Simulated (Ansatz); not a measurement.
**[BH4]− (SMILES [H][B-]([H])([H])[H]): levels of theory compared**

Aim: a comparison of 6 runs (BHLYP/6-31G, SVWN5/6-31G, UB3LYP/6-31G, UPBE0/6-31G, revPBE/3-21G, CCSDT/6-31G) of [BH4]−. 

The calculation is run with Ansatz 0.2.0.

## 1. The structure to begin with

The species is [BH4]− (5 atoms), meant as a singlet with charge -1. SMILES: `[H][B-]([H])([H])[H]`. The H3–B1 distance was set to 3.073 Å, away from the relaxed value. At this shape a bond of the SMILES string is far longer than usual.

Bond lengths: B1–H2 1.229 Å, B1–H4 1.229 Å, B1–H5 1.229 Å. Angles: H2–B1–H4 109.5°, H2–B1–H5 109.5°, H4–B1–H5 109.5°.

## 2. A single-point energy at BHLYP/6-31G (run 1)

in.yaml reads:

```yaml
crystal:
  periodic: [false, false, false]
  atoms:
    - {symbol: B, position_ang: [-1.732014, -0.018235, 0.631104]}
    - {symbol: H, position_ang: [-1.720134, -0.038625, 1.860274]}
    - {symbol: H, position_ang: [1.154650, 0.011840, -0.420810]}
    - {symbol: H, position_ang: [-2.319614, 0.989765, 0.243594]}
    - {symbol: H, position_ang: [-2.310944, -1.016925, 0.210464]}
basis:
  gaussian:
    orbitals: 6-31G
total_charge: -1
hamiltonian:
  xc: {name: BHLYP}
accuracy: high
```

Launch:

```bash
$ ansatz run in.yaml --threads 1 --pin off --max-ram 2610MiB --events-out events.jsonl --progress --plain --runs-dir runs
```

The log of the run:

```text
Warning: RAYON_NUM_THREADS=1 ignored (pool sized by the plan → 1); use --threads N
Functional definition: BHLYP
  name "BHLYP"
  parameter a = 0.5
  exchange = (1 - a)*b88_x + a*exact_x
  correlation = lyp_c
409 factors; integrals over basis functions are off by at most 2.5e-9 eV
mean field evaluation 1: about -734.9078 eV, gradient 1.5e1 eV
mean field evaluation 2: about -730.3348 eV, gradient 3.3e1 eV
mean field evaluation 4: about -736.6108 eV, gradient 1.5e-1 eV
mean field evaluation 8: about -736.5990 eV, gradient 4.9e-4 eV
mean field evaluation 16: about -736.5990 eV, gradient 3.0e-8 eV
mean field -736.59901452 eV, -27.0695144988 hartree, gradient 3.0e-8 eV, S^2 0.000000; 0 other end points of the search recorded, 0 dependent functions left out
reference -736.59903543 eV, -27.0695152674 hartree; 5, 5 occupied and 12, 12 virtual orbitals, 409 factors
Total energy: -736.59903543 eV, -27.0695152674 hartree
```

It took 0.54 s on 1 thread of Arm Neoverse V2, shared host.

## 3. A single-point energy at SVWN5/6-31G (run 2)

molecule.yaml reads:

```yaml
crystal:
  periodic: [false, false, false]
  atoms:
    - {symbol: B, position_ang: [-1.732014, -0.018235, 0.631104]}
    - {symbol: H, position_ang: [-1.720134, -0.038625, 1.860274]}
    - {symbol: H, position_ang: [1.154650, 0.011840, -0.420810]}
    - {symbol: H, position_ang: [-2.319614, 0.989765, 0.243594]}
    - {symbol: H, position_ang: [-2.310944, -1.016925, 0.210464]}
basis:
  gaussian:
    orbitals: 6-31G
total_charge: -1
hamiltonian:
  xc: {name: SVWN5}
accuracy: high
```

Launch:

```bash
$ ansatz run molecule.yaml --threads 1 --pin off --max-ram 2610MiB --events-out events.jsonl --progress --plain --runs-dir runs
```

The log of the run:

```text
Warning: RAYON_NUM_THREADS=1 ignored (pool sized by the plan → 1); use --threads N
Functional definition: SVWN5
  name "SVWN5"
  exchange = slater_x
  correlation = vwn5_c
409 factors; integrals over basis functions are off by at most 2.5e-9 eV
mean field evaluation 1: about -725.9182 eV, gradient 1.5e1 eV
mean field evaluation 2: about -708.3282 eV, gradient 4.5e1 eV
mean field evaluation 4: about -727.4639 eV, gradient 1.0e1 eV
mean field evaluation 8: about -727.4494 eV, gradient 1.0e1 eV
mean field evaluation 16: about -728.1110 eV, gradient 8.6e-9 eV
mean field -728.11103672 eV, -26.7575870680 hartree, gradient 9.5e-9 eV, S^2 0.000000; 0 other end points of the search recorded, 0 dependent functions left out
reference -728.11103877 eV, -26.7575871434 hartree; 5, 5 occupied and 12, 12 virtual orbitals, 409 factors
Total energy: -728.11103877 eV, -26.7575871434 hartree
```

Wall time 0.42 s (1 thread of Arm Neoverse V2, shared host).

Run 3 isn't shown in full; the table further down has it.

## 4. A single-point energy at UPBE0/6-31G (run 4)

input.yaml reads:

```yaml
crystal:
  periodic: [false, false, false]
  atoms:
    - {symbol: B, position_ang: [-1.732014, -0.018235, 0.631104]}
    - {symbol: H, position_ang: [-1.720134, -0.038625, 1.860274]}
    - {symbol: H, position_ang: [1.154650, 0.011840, -0.420810]}
    - {symbol: H, position_ang: [-2.319614, 0.989765, 0.243594]}
    - {symbol: H, position_ang: [-2.310944, -1.016925, 0.210464]}
basis:
  gaussian:
    orbitals: 6-31G
total_charge: -1
magnetization:
  spin_polarized: true
hamiltonian:
  xc: pbe0
accuracy: high
```

Launch:

```bash
$ ansatz run input.yaml --threads 1 --pin off --max-ram 2610MiB --events-out events.jsonl --progress --plain --runs-dir runs
```

The log of the run:

```text
Warning: RAYON_NUM_THREADS=1 ignored (pool sized by the plan → 1); use --threads N
Functional definition: PBE0
  name "PBE0"
  parameter a = 0.25
  parameter kappa = 0.804
  parameter beta = 0.06672455060314922
  exchange = (1 - a)*pbe_x(kappa = kappa, mu = beta*pi^2/3) + a*exact_x
  correlation = pbe_c(beta = beta)
409 factors; integrals over basis functions are off by at most 2.5e-9 eV
mean field evaluation 1: about -734.2108 eV, gradient 1.1e1 eV
mean field evaluation 2: about -719.6048 eV, gradient 3.1e1 eV
mean field evaluation 4: about -736.1065 eV, gradient 6.2e-1 eV
mean field evaluation 8: about -736.1004 eV, gradient 6.1e-2 eV
mean field evaluation 16: about -736.1005 eV, gradient 2.5e-7 eV
mean field evaluation 32: about -727.6523 eV, gradient 1.9e1 eV
mean field -736.19299884 eV, -27.0545936977 hartree, gradient 1.8e-8 eV, S^2 0.334169; 1 other end points of the search recorded, 0 dependent functions left out
reference -736.19300044 eV, -27.0545937566 hartree; 5, 5 occupied and 12, 12 virtual orbitals, 409 factors
Total energy: -736.19300044 eV, -27.0545937566 hartree
```

Wall time 1.8 s (1 thread of Arm Neoverse V2, shared host); peak memory 0.12 GiB.

Run 5 isn't shown in full; the table further down has it.

## 5. A single-point energy at CCSDT/6-31G (run 6)

Changes to in.yaml since step 2:

```diff
@@ -12,4 +12,7 @@
 total_charge: -1
-hamiltonian:
-  xc: {name: BHLYP}
+correlation:
+  method: ccsdt
+  frozen_orbitals: {B: 1, H: 0}
 accuracy: high
+scf:
+  omitted_lower_state_checks: [cluster_reference, increment]
```

Launch:

```bash
$ ansatz run in.yaml --threads 1 --pin off --max-ram 2610MiB --events-out events.jsonl --progress --plain --runs-dir runs
```

The log of the run:

```text
Warning: RAYON_NUM_THREADS=1 ignored (pool sized by the plan → 1); use --threads N
[... 11 lines left out ...]
1 core orbitals not correlated: weight in the atoms' cores, before any rotation towards them, 1.000 or more for the frozen orbitals, at most 0.000 for the correlated occupied ones
[... 24 lines left out ...]
Total energy: -732.78764834 eV, -26.9294493753 hartree
Checks for a lower state left out: cluster_reference, increment
```

Run time: 0.28 s. Hardware: 1 thread of Arm Neoverse V2, shared host.

## 6. Overview of the runs

```tsv
run	level	frozen core orbitals	energy (Eh)	wall time
1	BHLYP/6-31G	–	-27.069515	0.54 s
2	SVWN5/6-31G	–	-26.757587	0.42 s
3	UB3LYP/6-31G	–	-27.117720	1.8 s
4	UPBE0/6-31G	–	-27.054594	1.8 s
5	revPBE/3-21G	–	-26.951340	0.62 s
6	CCSDT/6-31G	1	-26.929449	0.28 s
```

## 7. What came out

| quantity | value |
| --- | --- |
| run 6: total energy | -26.92945 Eh |
| run 6: correlation energy (1 core orbital frozen) | -113.9 mEh |
| run 6: T1 diagnostic | 0.087 |

Totals of different functionals can't be ranked against each other. In run 6 the log says that unrestricted orbitals would lower the reference, so the values rest on an unstable closed-shell determinant (other closed-shell runs at this shape may share the fault). Spin contamination of the reference: run 4 ⟨S²⟩ = 0.33, run 3 ⟨S²⟩ = 0.27. All runs together took 5.5 s, the longest 1.8 s.
